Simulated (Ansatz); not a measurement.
in.yaml

```yaml
crystal:
  periodic: [false, false, false]
  atoms:
    - {symbol: O, position_ang: [-0.923673, -0.231644, 0.000000]}
    - {symbol: H, position_ang: [-1.172982, 0.694932, 0.000000]}
    - {symbol: H, position_ang: [0.358327, -0.231644, 0.000000]}
    - {symbol: S, position_ang: [1.738327, -0.231644, 0.000000]}
basis:
  gaussian: {orbitals: "6-31G*"}
magnetization: {spin_polarized: false, initial_magnetization: 2}
correlation: {method: ccsd_t, electrons: outside_noble_gas}
```

```sh
$ ansatz run in.yaml --threads 1 --pin off --events-out ev --progress --plain --max-ram 2393MiB
```

Output:

```
355 factors; integrals over basis functions are off by at most 9.4e-4 eV
mean field evaluation 1: about -12877.1060 eV, gradient 4.2e1 eV
mean field evaluation 2: about -12877.1190 eV, gradient 4.2e1 eV
mean field evaluation 4: about -12878.7061 eV, gradient 3.0e1 eV
mean field evaluation 8: about -12880.8842 eV, gradient 8.1e-1 eV
mean field evaluation 16: about -12880.9122 eV, gradient 2.0e-1 eV
mean field evaluation 32: about -12881.1334 eV, gradient 1.8e0 eV
mean field evaluation 64: about -12880.9072 eV, gradient 8.2e-2 eV
mean field evaluation 96: about -12880.9104 eV, gradient 1.4e-1 eV
mean field evaluation 128: about -12880.9101 eV, gradient 2.8e-1 eV
mean field evaluation 160: about -12876.6916 eV, gradient 4.0e1 eV
...
mean field evaluation 1184: about -12878.7802 eV, gradient 7.4e0 eV
mean field -12881.94779654 eV, -473.4028498252 hartree, gradient 2.7e-6 eV, S^2 2.000000; 18 other end points of the search recorded, 0 dependent functions left out
mean field evaluation 1216: about -12882.1282 eV, gradient 1.8e0 eV
mean field evaluation 1248: about -12882.3106 eV, gradient 8.3e-2 eV
mean field evaluation 1280: about -12882.2686 eV, gradient 2.3e-4 eV
mean field evaluation 1312: about -12882.2041 eV, gradient 3.5e0 eV
mean field evaluation 1344: about -12882.1894 eV, gradient 7.3e-1 eV
mean field evaluation 1376: about -12882.2686 eV, gradient 6.7e-4 eV
mean field evaluation 1408: about -12881.7356 eV, gradient 2.5e0 eV
determinant -12881.94779654 eV, -473.4028498252 hartree, with singles and doubles -12890.24994786 eV, -473.7079482588 hartree
determinant -12881.90689123 eV, -473.4013465824 hartree, with singles and doubles -12890.19535011 eV, -473.7059418284 hartree
determinant -12881.58370179 eV, -473.3894695899 hartree, with singles and doubles -12889.37100963 eV, -473.6756478743 hartree
determinant -12881.54244035 eV, -473.3879532597 hartree, with singles and doubles -12889.21941523 eV, -473.6700768829 hartree
determinant -12881.94779654 eV, -473.4028498252 hartree, with singles and doubles -12890.25444570 eV, -473.7081135513 hartree
determinant -12881.90689123 eV, -473.4013465824 hartree, with singles and doubles -12890.19798795 eV, -473.7060387671 hartree
mean field evaluation 1440: about -12881.9478 eV, gradient 2.0e-6 eV
6 core orbitals not correlated: weight in the atoms' cores, before any rotation towards them, 1.000 or more for the frozen orbitals, at most 0.000 for the correlated occupied ones
reference -12881.94779654 eV, -473.4028498252 hartree; 8, 6 occupied and 24, 26 virtual orbitals, 355 factors
second order -7.13700895 eV of doubles, -0.20152459 eV of singles
cycle   1  -8.30665316 eV  change   -4.0e-6 eV  update   4.6e-6
perturbative correction -0.16211730 eV, -0.0059577010 hartree
Total energy: -12890.41656701 eV, -473.7140713993 hartree
```

Ran on 1 thread of Arm Neoverse V2, shared host: 7.5 s wall, 0.15 GiB peak host memory.
